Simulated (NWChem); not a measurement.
Species: benzene (C6H6); SMILES c1ccccc1

```xyz
12

C      1.3443     0.3800     0.0000
C      0.3430     1.3542     0.0000
C     -1.0013     0.9741     0.0000
C     -1.3443    -0.3800     0.0000
C     -0.3430    -1.3542     0.0000
C      1.0013    -0.9741     0.0000
H      2.3902     0.6758     0.0000
H      0.6099     2.4079     0.0000
H     -1.7804     1.7321     0.0000
H     -2.3902    -0.6758     0.0000
H     -0.6099    -2.4079     0.0000
H      1.7804    -1.7321     0.0000
```
Atoms are numbered in this order, from 1.

Computed with NWChem. Pople sets run with spherical d functions. Coordinates come from a B3LYP/6-31G* (spherical d) optimisation. Level: PBE0/6-31G* with COSMO at NWChem's default radii, gas-phase geometry; rows give the dielectric constant.

```tsv
dielectric constant	electrostatic solvation energy (kcal/mol)
2.0	-1.5
3.9	-2.4
11.7	-3.0
25.0	-3.1
46.7	-3.2
```
